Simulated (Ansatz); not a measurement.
**BHCl₂: one species, many methods**

The task here is to estimate one member of a computed series from the others.

Method: functionals in def2-TZVPP, the program's frozen cores in correlated methods; program: Ansatz 0.2.0, Gaussian basis.

Levels to be run: LDA (SPW92), PBE-D4, revPBE-D4, BLYP-D4, r2SCAN-D4, B97M-V, PBE0-D4, B3LYP-D4, r2SCANh-D4, r2SCAN0-D4, HSE06-D4, BHLYP-D4, CAM-B3LYP-D4, LC-ωPBE, ωB97X-V, ωB97M-V, B2PLYP, PBE-QIDH; CCSD(T)/def2-SVP; CCSD(T)/def2-TZVPP; CCSD(T)/def2-QZVPP; extrapolation to the limit; RPA on PBE.

**The relaxed structure**

All runs share one geometry, relaxed beforehand with PBE0-D4 in a triple-zeta def2 set.

SMILES `ClBCl`, 4 atoms, charge 0, spin multiplicity 1.

Atoms are counted from 1 here; the program's logs count them from 0.

Bond lengths: Cl1–B2 1.734 Å, B2–Cl3 1.734 Å, B2–H4 1.187 Å. Angles: Cl1–B2–Cl3 120.7°, Cl1–B2–H4 119.7°, Cl3–B2–H4 119.7°.

The first run:

in.yaml

```yaml
crystal:
  periodic: [false, false, false]
  atoms:
    - {symbol: Cl, position_ang: [-1.520740, -0.680178, -0.004176]}
    - {symbol: B, position_ang: [0.026401, 0.100158, -0.068738]}
    - {symbol: Cl, position_ang: [1.410714, -0.614525, 0.692605]}
    - {symbol: H, position_ang: [0.139025, 1.134246, -0.639991]}
basis:
  gaussian: {orbitals: def2-TZVPP}
hamiltonian: {xc: lda}
output: {orbitals: {seedname: orbitals}}
```

Run with:

```
$ ansatz run in.yaml --threads 2 --pin off --events-out ev --progress --plain --max-ram 32768MiB --backend cpu
```

Among the steps run: LDA; PBE-D4 (GGA); revPBE-D4 (GGA); BLYP-D4 (GGA); r2SCAN-D4 (meta-GGA); B97M-V (meta-GGA); B3LYP-D4 (hybrid); r2SCANh-D4 (hybrid); r2SCAN0-D4 (hybrid); HSE06-D4 (hybrid); BHLYP-D4 (hybrid); CAM-B3LYP-D4 (range-separated); LC-ωPBE (range-separated); ωB97X-V (range-separated); ωB97M-V (range-separated); B2PLYP (double hybrid); PBE-QIDH (double hybrid).

One table of the session follows, with a row left open; its other results are not shown here.

It belongs to the step «Orbital energies across the functionals». 

```
  functional  HOMO (eV)  LUMO (eV)  gap (eV)
 LDA (SPW92)      -7.93      -2.96      4.97
      PBE-D4      -7.83      -2.69      5.14
   revPBE-D4      -7.79      -2.59      5.20
     BLYP-D4      -7.70      -2.51      5.19
   r2SCAN-D4      -8.18      -2.39      5.79
      B97M-V      -8.27      -2.34      5.93
     PBE0-D4      -9.25      -1.73      7.52
    B3LYP-D4      -9.00      -1.92      7.08
  r2SCANh-D4      -8.70      -2.05      6.65
  r2SCAN0-D4      -9.48      -1.54      7.93
    HSE06-D4      -8.85      -2.12      6.73
    BHLYP-D4     -10.56      -0.63      9.93
CAM-B3LYP-D4     -10.65      -0.57     10.09
     LC-ωPBE     -12.07       0.58     12.65
     ωB97X-V     -11.70       0.54     12.23
     ωB97M-V          ?          ?         ?
```

**Question.** Estimate the row for ωB97M-V.

As computed: HOMO (eV): -11.51; LUMO (eV): 0.37; gap (eV): 11.88. In the column «HOMO (eV)» it lies between ωB97X-V (-11.70) and CAM-B3LYP-D4 (-10.65).
